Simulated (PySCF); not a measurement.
Stationary points of SO(OH)2

All numbers come from PySCF, PBE0, basis S def2-TZVP, O def2-TZVP, H def2-TZVP (no relativity, density fitting).

Relaxations began from a few typed shapes. The search is not exhaustive: other isomers or separated fragments can lie lower, and high-lying points may rest on an excited occupation.

| spin | group | bonds | angles | imaginary modes (cm⁻¹) | ΔE (kJ/mol) | ΔE with ZPE (kJ/mol) |
| --- | --- | --- | --- | --- | --- | --- |
| singlet | Cs | O–H 0.971 Å (×2), S–O 1.452 Å, S–O 1.615 Å (×2) | H–O–S 108.3° (×2), O–S–O 100.9°, O–S–O 105.6° (×2) | none | 0.0 | 0.0 |
| singlet | C1 | O–H 0.967 Å, O–H 0.972 Å, S–O 1.440 Å, S–O 1.615 Å, S–O 1.632 Å | H–O–S 108.4°, H–O–S 108.9°, O–S–O 99.1°, O–S–O 102.4°, O–S–O 107.5° | none | 4.3 | 5.1 |
| singlet | C2v | O–H 0.969 Å (×2), S–O 1.452 Å, S–O 1.703 Å (×2) | H–O–S 115.1° (×2), O–S–O 96.0° (×2), O–S–O 168.0° | 327i | 203.5 | – |
| singlet | Cs | O–H 0.967 Å, O–H 0.969 Å, S–O 1.442 Å, S–O 1.709 Å, S–O 1.718 Å | H–O–S 105.8°, H–O–S 115.0°, O–S–O 93.2°, O–S–O 96.7°, O–S–O 170.1° | 351i | 216.0 | – |

The lowest minimum found is the singlet Cs: O–H 0.971 Å (×2), S–O 1.452 Å, S–O 1.615 Å (×2); H–O–S 108.3° (×2), O–S–O 100.9°, O–S–O 105.6° (×2).
